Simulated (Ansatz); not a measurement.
For fluorite CeO₂, RPBE (Ansatz, a program for electronic structure, PAW) gives:

| Property | Value |
|---|---|
| lattice parameter a | 5.506 Å |
| bulk modulus B0 | 160 GPa |
| band gap at the measured cell | 1.99 eV |

Task: What does PBE0 (Ansatz, PAW) give for the same quantities?

Result: 
- lattice constant a: 5.396 Å (falls by 2.0 %)
- bulk modulus: 209 GPa (increases by 31 %)
- band gap at the measured cell: 4.36 eV (grows by 2.37 eV)

For comparison: lattice constant a 5.391 Å (measured, 0 K, extrapolated to 0 K; as tabulated in Stimac et al. (2024), arXiv:2411.06536); bulk modulus 220 ± 9 GPa (measured, room temperature, no zero-point or thermal correction, our sources range from 220 to 230; as tabulated in High Pressure Brillouin Spectroscopy and X-ray Diffraction of Cerium Dioxide …); band gap 3 eV (measured, temperature not stated, no zero-point or thermal correction, O 2p to Ce 4f, our sources range from 3.00 to 3.20; as tabulated in Tran et al. (2019), arXiv:1908.01820).

Changes are worked out from the printed values.

Unless a cell is named, each level is at its own relaxed cell (RPBE 13.91, PBE0 13.09 Å³/atom).

Spin–orbit coupling is included only where a level's name says +SOC; with heavier elements it mostly lowers gaps and can invert bands. Density-functional gaps are differences of (generalised) Kohn–Sham levels.

The crystal itself was run without spin with RPBE, PBE0; a magnetic state was not tried in these runs.

Ansatz's density-functional and Hartree–Fock values are scalar-relativistic unless marked +SOC, with PAW data made under PBE.
